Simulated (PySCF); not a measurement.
## Ionisation energy of B by level of theory

B [He] 2s2 2p1 (2P) → B⁺ [He] 2s2 (1S), as a difference of total energies. Calculation: PySCF 2.14, in Sapporo-DZP-2012; the spin-free X2C one-electron Hamiltonian (Gaussian nucleus). Correlated levels: valence: 1s2 frozen. The calculations carry no spin-orbit coupling.

```tsv
method	ionisation energy (eV)
UHF	8.021
BP86	8.723
B3LYP	8.707
MP2 (valence)	8.158
CCSD(T) (valence)	8.097
```

Q: Estimate what CCSD (valence) gives.

A: 8.073 eV, closest to CCSD(T) (valence) among the rows shown.

Q: Estimate what SCS-MP2 (valence) gives.

A: 8.120 eV, closest to CCSD(T) (valence) among the rows shown.

Errors of the correlated levels include the incompleteness of this basis and the frozen core.

The coupled-cluster amplitudes are large for B⁺ (T1 above 0.03 or a double amplitude above 0.15), so a single reference is strained.

For comparison: 8.297 eV (measured; NIST levels, between the centres of gravity of the two terms).
